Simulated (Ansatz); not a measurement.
# H3S+ (triplet): from Hartree-Fock to the top rungs at distance S1–H2 = 4.582 Å, 6-31G

Aim: climb from Hartree-Fock through coupled cluster and multireference methods for H3S+ (triplet) at one geometry and basis, and see what each rung misses.

The runs use Ansatz 0.2.0, Gaussian basis; 6-31G, core rule «outside noble gas», up to 5 orbitals frozen.

To be run: UHF; CCSD(T) on ROHF; CCSD(T) on UHF; BCCD(T) on ROHF; CISD; CCSDT(Q) on ROHF; CCSDT(Q) on UHF; CISDTQ; CCSDTQ on ROHF; CCSDTQ on UHF; CASSCF and MRCISD+Q, 4 electrons in 4 orbitals; CASSCF and NEVPT2, 4 electrons in 4 orbitals; CASSCF and MRCISD+Q, 8 electrons in 7 orbitals; CASSCF and NEVPT4(SD), 8 electrons in 7 orbitals; CASSCF and NEVPT2, 8 electrons in 7 orbitals; Full CI.

22 further runs of the same task are left out: 1 for a mislabelled method, 16 that didn't finish, 5 set aside as unsound or not needed.

## Step 1: The geometry

The geometry derives from a PBE0/def2-TZVP stationary point (not a proven minimum). One bond is set to the value named and the two fragments are kept rigid.

4 atoms, charge 1, spin multiplicity 3.

Atoms are counted from 1 here; the program's logs count them from 0.

Bond lengths: S1–H3 1.520 Å, S1–H4 1.520 Å. Angles: H3–S1–H4 179.9°.

## Step 2: UHF

The input, in.yaml:

```yaml
crystal:
  periodic: [false, false, false]
  atoms:
    - {symbol: S, position_ang: [0.000000, -0.131730, 0.000000]}
    - {symbol: H, position_ang: [0.000000, 4.450270, 0.000000]}
    - {symbol: H, position_ang: [0.000000, -0.129819, 1.520127]}
    - {symbol: H, position_ang: [0.000000, -0.129819, -1.520127]}
basis:
  gaussian: {orbitals: 6-31G}
total_charge: 1
magnetization: {spin_polarized: true, initial_magnetization: 2}
hamiltonian: {xc: hf}
output: {orbitals: {seedname: orbitals}}
```

On the command line:

```
ansatz run in.yaml --threads 1 --pin off --events-out ev --progress --plain --max-ram 2393MiB
```

Further steps of the session: CCSD(T) on ROHF; CCSD(T) on UHF; BCCD(T) on ROHF; CISD; CCSDT(Q) on ROHF; CCSDT(Q) on UHF; CISDTQ; CCSDTQ on ROHF; CCSDTQ on UHF; CASSCF and MRCISD+Q, 4 electrons in 4 orbitals; CASSCF and NEVPT2, 4 electrons in 4 orbitals; CASSCF and MRCISD+Q, 8 electrons in 7 orbitals; CASSCF and NEVPT4(SD), 8 electrons in 7 orbitals; CASSCF and NEVPT2, 8 electrons in 7 orbitals; Full CI.

Q: Predict the results of all the runs planned. Wanted: FCI below the RHF energy; RMP2 from FCI; UMP2 from FCI; RCCSD from FCI; RCCSD(T) from FCI; UCCSD(T) from FCI; RCCSDT(Q) from FCI; UCCSDT(Q) from FCI; NEVPT2 pair from FCI.

As calculated:

```
                         quantity                                                                                                                                                                                        value
         FCI below the RHF energy                                                                                                                                                                                   -1.7266 eV
                    RMP2 from FCI                                                                                                                                                                              +10.75 kcal/mol
                    UMP2 from FCI                                                                                                                                                                              +10.30 kcal/mol
                   RCCSD from FCI                                                                                                                                                                               +0.53 kcal/mol
                RCCSD(T) from FCI                                                                                                                                                                               +0.14 kcal/mol
                UCCSD(T) from FCI                                                                                                                                                                               +0.14 kcal/mol
               RCCSDT(Q) from FCI                                                                                                                                                                                0.00 kcal/mol
               UCCSDT(Q) from FCI                                                                                                                                                                                0.00 kcal/mol
             NEVPT2 pair from FCI                                                                                                                                                                               +7.77 kcal/mol
           MRCISD+Q pair from FCI                                                                                                                                                                               +0.03 kcal/mol
          NEVPT2 valence from FCI                                                                                                                                                                               +3.67 kcal/mol
levels within 1 kcal/mol (43 meV)  RCCSD, UCCSD, RCCSD(T), UCCSD(T), BCCD(T), RCCSDT, UCCSDT, CISDTQ, RCCSDT(Q), UCCSDT(Q), RCCSDTQ, UCCSDTQ, MRCISD pair, MRCISD+Q pair, NEVPT4(SD) valence, MRCISD valence, MRCISD+Q valence
                    T1 diagnostic                                                                                                                                                                                        0.017
   effectively unpaired electrons                                                                                                                                                                                         2.03
```

What this shows: RCCSD(T) misses by +0.14 kcal/mol, 0.3 % of the correlation energy. One determinant dominates. Of the multireference levels listed MRCISD+Q pair comes nearest in total energy (+0.03 kcal/mol), which doesn't show that its space is the better one. These misses are within one basis, not against nature; the frozen cores of restricted and unrestricted runs differ, which can shift their rows.
